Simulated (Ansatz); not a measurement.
**1T (CdI2-type) PdTe₂**

The numbers are results of LDA (PAW; Ansatz, a quantum-chemistry and plane-wave program), not measurements.

Cell: relaxed at this level.

For 1T (CdI2-type) PdTe₂, the interlayer binding energy comes out as 44.0 meV/Å² and the layer repeat distance comes out as 5.034 Å. The gap between the layers comes out as 2.341 Å.

Spin–orbit coupling is not included.

Computed values are for the static lattice.
